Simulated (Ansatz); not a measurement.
## C2H8Si: where a starting geometry ends

The starting geometry of this gas-phase triplet was optimised with GFN2-xTB as a singlet; its bonds are those of `CC[SiH3]`.

```yaml
atoms:
  - { symbol: C, position_ang: [-0.0809, -2.4243, -0.9020] }
  - { symbol: C, position_ang: [0.7969, -2.3363, 0.3415] }
  - { symbol: Si, position_ang: [-0.0040, -1.3377, 1.7486] }
  - { symbol: H, position_ang: [-1.0312, -2.9003, -0.6690] }
  - { symbol: H, position_ang: [-0.2883, -1.4319, -1.2970] }
  - { symbol: H, position_ang: [0.4062, -3.0054, -1.6843] }
  - { symbol: H, position_ang: [1.7541, -1.8864, 0.0695] }
  - { symbol: H, position_ang: [1.0224, -3.3467, 0.6892] }
  - { symbol: H, position_ang: [-1.2669, -1.9692, 2.1386] }
  - { symbol: H, position_ang: [0.9072, -1.3073, 2.8945] }
  - { symbol: H, position_ang: [-0.2678, 0.0283, 1.2902] }
```

Q: Predict what it relaxes into with B3LYP-D3(BJ)/def2-SVP.

A: It falls apart into C2H5 + H3Si. Contacts that open: C2–Si3 (1.90 → 3.79 Å).

The energy falls by 4.19 eV over 19 steps:

| step | E − E(last) (eV) |
| --- | --- |
| 1 | 4.193 |
| 3 | 1.577 |
| 5 | 0.408 |
| 7 | 0.038 |
| 9 | 0.006 |
| 11 | 0.001 |
| 13 | 0.000 |
| 15 | 0.000 |
| 17 | 0.000 |
| 19 | 0.000 |

Final geometry (Å):

```yaml
atoms:
  - { symbol: C, position_ang: [0.0037, -2.4764, -0.9237] }
  - { symbol: C, position_ang: [1.2359, -2.7645, -0.1444] }
  - { symbol: Si, position_ang: [-0.6004, -0.7309, 2.4697] }
  - { symbol: H, position_ang: [-0.8977, -2.8864, -0.4382] }
  - { symbol: H, position_ang: [-0.1494, -1.3939, -1.0694] }
  - { symbol: H, position_ang: [0.0396, -2.9242, -1.9404] }
  - { symbol: H, position_ang: [2.1200, -2.1276, -0.2329] }
  - { symbol: H, position_ang: [1.3352, -3.6887, 0.4309] }
  - { symbol: H, position_ang: [-1.4394, -1.9212, 2.1424] }
  - { symbol: H, position_ang: [0.7096, -1.1377, 3.0570] }
  - { symbol: H, position_ang: [-0.4094, 0.1345, 1.2688] }
```

No frequencies were run, so the end isn't proven a minimum. Open shells are spin-unrestricted. The triplet needn't be the ground state. Run with Ansatz 0.2.0, 96 s on 2 threads of Intel(R) Xeon(R) Processor @ 2.50GHz (Skylake/Cascade Lake), with other jobs on the host.
